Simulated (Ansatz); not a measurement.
`COC(N)(O)F`, charge 0, multiplicity 1.

Question: Give a relaxed structure at PBE0-D4/def2-TZVP (Ansatz 0.2.0). (Estimate.)

Answer: The calculation gave: 
Z-matrix (Å, degrees):
```
C
O 1 1.419
H 1 1.092 2 110.7
H 1 1.092 2 110.8 3 -121.8
H 1 1.089 2 106.1 3 119.3
C 2 1.372 1 115.7 3 51.8
O 6 1.369 2 107.3 1 174.9
N 6 1.417 2 113.2 1 -60.5
F 6 1.385 2 108.9 1 57.3
H 7 0.964 6 107.6 2 -41.0
H 8 1.011 6 109.9 2 167.2
H 8 1.012 6 109.5 2 -72.8
```
This is one stationary point; other conformers may exist.
